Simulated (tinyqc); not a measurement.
UHF in the sto-6g basis, for H2O, spin multiplicity 1, step by step. One step of it, computed by the program tinyqc.

Problem. Iteration 2: DIIS coefficients. Solve [B -1; -1 0][c; lambda] = [0; -1] for the coefficients, which sum to one.

B (overlaps of the stored error matrices):
```
               1              2
1  7.7967305e-01  2.2514939e-01
2  2.2514939e-01  1.2644199e-01
```

Give: DIIS coefficients.

Solution.

DIIS coefficients: -0.2166  1.2166
